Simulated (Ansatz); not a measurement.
**SiH3OF (SMILES O[SiH2]F) at HSE06/aug-cc-pVDZ**

Aim: the vertical singlet–triplet gap of SiH3OF at HSE06/aug-cc-pVDZ, from 2 runs. 

The calculation is run with Ansatz 0.2.0.

72 further runs of the same task are left out: 72 set aside as unsound or not needed.

## 1. The molecule

The species is SiH3OF (6 atoms), meant as a singlet with charge 0. As SMILES, `O[SiH2]F`. The coordinates come from a PBE0-D4/def2-TZVP relaxation. This is one conformer, not always the lowest.

Bond lengths: O1–Si2 1.630 Å, Si2–F3 1.596 Å, O1–H4 0.958 Å, Si2–H5 1.474 Å, Si2–H6 1.482 Å. Angles: O1–Si2–F3 111.0°, O1–Si2–H5 106.4°, O1–Si2–H6 111.7°, F3–Si2–H5 108.2°, F3–Si2–H6 106.0°, Si2–O1–H4 119.1°, H5–Si2–H6 113.7°.

## 2. The energy at HSE06/aug-cc-pVDZ

Input file molecule.yaml:

```yaml
crystal:
  periodic: [false, false, false]
  atoms:
    - {symbol: O, position_ang: [-0.853500, -0.209200, -0.924100]}
    - {symbol: Si, position_ang: [0.378300, -0.009300, 0.123900]}
    - {symbol: F, position_ang: [0.180800, -0.922800, 1.417800]}
    - {symbol: H, position_ang: [-1.714200, 0.150200, -0.705600]}
    - {symbol: H, position_ang: [1.595600, -0.458500, -0.575800]}
    - {symbol: H, position_ang: [0.455100, 1.385600, 0.617600]}
basis:
  gaussian:
    orbitals: aug-cc-pVDZ
total_charge: 0
hamiltonian:
  xc: {name: HSE06}
accuracy: high
output: {orbitals: {seedname: orbitals}}
```

Run with:

```sh
$ ansatz run molecule.yaml --threads 1 --pin off --max-ram 3480MiB --events-out events.jsonl --progress --plain --runs-dir runs
```

What it wrote:

```text
Warning: RAYON_NUM_THREADS=1 ignored (pool sized by the plan → 1); use --threads N
Functional definition: HSE06
  name "HSE06"
  parameter a = 0.25
  parameter omega = 0.11/bohr
  exchange = pbe_x - a*pbe_x_sr(omega) + a*exact_x_sr(omega)
  correlation = pbe_c
2017 factors; integrals over basis functions are off by at most 3.4e-9 eV
128 factors; integrals over basis functions are off by at most 1.7e-9 eV
mean field evaluation 1: about -12679.5320 eV, gradient 5.7e1 eV
mean field evaluation 2: about -12667.7452 eV, gradient 9.7e1 eV
mean field evaluation 4: about -12684.8384 eV, gradient 5.4e0 eV
mean field evaluation 8: about -12684.9594 eV, gradient 1.6e-1 eV
mean field evaluation 16: about -12684.9594 eV, gradient 2.8e-6 eV
mean field -12684.95941628 eV, -466.1636603741 hartree, gradient 1.4e-8 eV, S^2 0.000000; 0 other end points of the search recorded, 0 dependent functions left out
reference -12684.95942499 eV, -466.1636606942 hartree; 17, 17 occupied and 83, 83 virtual orbitals, 2017 factors
Total energy: -12684.95942499 eV, -466.1636606942 hartree
```

Wall time 8.7 s (1 thread of Arm Neoverse V1, shared host); peak memory 0.32 GiB.

## 3. The triplet

Input file in.yaml:

```yaml
crystal:
  periodic: [false, false, false]
  atoms:
    - {symbol: O, position_ang: [-0.853500, -0.209200, -0.924100]}
    - {symbol: Si, position_ang: [0.378300, -0.009300, 0.123900]}
    - {symbol: F, position_ang: [0.180800, -0.922800, 1.417800]}
    - {symbol: H, position_ang: [-1.714200, 0.150200, -0.705600]}
    - {symbol: H, position_ang: [1.595600, -0.458500, -0.575800]}
    - {symbol: H, position_ang: [0.455100, 1.385600, 0.617600]}
basis:
  gaussian:
    orbitals: aug-cc-pVDZ
magnetization:
  spin_polarized: true
  initial_magnetization: 2
hamiltonian:
  xc: {name: HSE06}
accuracy: high
output: {orbitals: {seedname: orbitals}}
```

Run with:

```sh
$ ansatz run in.yaml --threads 1 --pin off --max-ram 3480MiB --events-out events.jsonl --progress --plain --runs-dir runs
```

What it wrote, shortened:

```text
Warning: RAYON_NUM_THREADS=1 ignored (pool sized by the plan → 1); use --threads N
[... 2 set-up lines as earlier in the session ...]
[...]
2017 factors; integrals over basis functions are off by at most 3.4e-9 eV
128 factors; integrals over basis functions are off by at most 1.7e-9 eV
[...]
mean field -12677.49877976 eV, -465.8894870389 hartree, gradient 5.5e-8 eV, S^2 2.009006; 8 other end points of the search recorded, 0 dependent functions left out
reference -12677.49878493 eV, -465.8894872289 hartree; 18, 16 occupied and 82, 84 virtual orbitals, 2017 factors
Total energy: -12677.49878493 eV, -465.8894872289 hartree
```

Run time: 36 s. Hardware: 1 thread of Arm Neoverse V1, shared host; peak memory 0.45 GiB.

## 4. Outcome

Level: HSE06/aug-cc-pVDZ.

| quantity | value |
| --- | --- |
| singlet: total energy | -466.16366 Eh |
| singlet: HOMO energy | -8.93 eV |
| singlet: LUMO energy | -0.67 eV |
| singlet: HOMO–LUMO gap | 8.26 eV |
| triplet: total energy | -465.88949 Eh |
| triplet: HOMO energy (highest over α and β) | -2.42 eV |
| triplet: ⟨S²⟩ | 2.009 |
| vertical energy of the triplet above the singlet | 7.461 eV |

**Reading.** At this shape the triplet lies 7.46 eV (172 kcal/mol) above the singlet.
